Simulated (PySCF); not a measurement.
Stepwise substitution at one centre (Al F-H). Gas-phase values, no solvent. Strings in code marks are SMILES.

The HOMO from two functionals at the same geometries (B3LYP-D3(BJ)/def2-TZVP), both in PySCF: PBE-D3(BJ)/def2-TZVP and ωB97X-D3(BJ)/def2-TZVP. 

| species | PBE-D3(BJ)/def2-TZVP (eV) | ωB97X-D3(BJ)/def2-TZVP (eV) |
|---|---|---|
| 0 of 3 F replaced by H (`[F][Al]([F])[F]`) | -9.62 | -14.36 |
| 1 of 3 F replaced by H | -8.67 | -12.74 |
| 2 of 3 F replaced by H (`[F][AlH2]`) | -7.47 | -11.36 |
| 3 of 3 F replaced by H (`[AlH3]`) | -7.31 | -11.15 |

Over these rows, drawn at random from the members with no instability flagged (it was tested for open shells, ions and some series alone), PBE minus ωB97X-D3(BJ): mean +4.14 eV, from +3.84 eV to +4.74 eV.
